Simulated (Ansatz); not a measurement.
Abridged output of a molecular run in Ansatz:

```
Functional definition: HF
1641 factors; integrals over basis functions are off by at most 9.6e-4 eV
mean field evaluation 1: about -8183.8239 eV, gradient 4.9e1 eV
mean field evaluation 2: about -8184.1503 eV, gradient 4.9e1 eV
mean field evaluation 4: about -8189.3226 eV, gradient 6.3e0 eV
mean field evaluation 8: about -8189.4532 eV, gradient 6.3e-1 eV
mean field evaluation 16: about -8189.4569 eV, gradient 2.1e-6 eV
mean field -8189.45692634 eV, -300.9569910296 hartree, gradient 2.1e-6 eV, S^2 0.000000; 0 other end points of the search recorded, 0 dependent functions left out
6 core orbitals not correlated: weight in the atoms' cores, before any rotation towards them, 1.000 or more for the frozen orbitals, at most 0.000 for the correlated occupied ones
reference -8189.45692634 eV, -300.9569910296 hartree; 17, 17 occupied and 247, 247 virtual orbitals, 1641 factors
second order -30.65925433 eV of doubles, -0.00000000 eV of singles
cycle   1  -30.38293728 eV  change    2.8e-1 eV  update   1.3e-1
cycle   2  -31.13190091 eV  change   -7.5e-1 eV  update   4.2e-2
cycle   3  -31.33434516 eV  change   -2.0e-1 eV  update   2.3e-2
cycle   4  -31.31779485 eV  change    1.7e-2 eV  update   7.1e-3
cycle   5  -31.31174273 eV  change    6.1e-3 eV  update   3.6e-3
cycle   6  -31.31391824 eV  change   -2.2e-3 eV  update   1.3e-3
cycle   7  -31.31337576 eV  change    5.4e-4 eV  update   6.0e-4
cycle   8  -31.31309084 eV  change    2.8e-4 eV  update   2.5e-4
cycle   9  -31.31331341 eV  change   -2.2e-4 eV  update   1.1e-4
cycle  10  -31.31337198 eV  change   -5.9e-5 eV  update   5.4e-5
cycle  11  -31.31332096 eV  change    5.1e-5 eV  update   2.0e-5
cycle  12  -31.31335030 eV  change   -2.9e-5 eV  update   9.9e-6
perturbative correction -1.42449600 eV, -0.0523492623 hartree
Total energy: -8222.19477264 eV, -302.1600846907 hartree
```

Its atoms:

Z-matrix (Å, degrees):
```
N
C 1 1.337
H 1 1.001 2 122.0
H 1 1.007 2 117.7 3 174.5
C 2 1.357 1 123.9 3 -176.9
H 2 1.085 1 117.7 3 3.6
C 5 1.448 2 119.4 1 -179.7
N 5 1.428 2 118.3 1 0.5
O 7 1.215 5 126.6 2 -0.1
H 7 1.116 5 113.3 2 -180.0
H 8 1.012 5 112.3 2 121.6
H 8 1.012 5 112.4 2 -116.8
```

Task: Which basis set was used?
A. def2-QZVPP
B. def2-TZVPPD
C. def2-TZVPP
D. cc-pV(D+d)Z

Result: C. It gives 270 functions.

Task: Write the keys of the input that set method, charge and spin (a neutral closed shell needs none for the last two).

Result: 
```yaml
correlation: {method: ccsd_t}
```
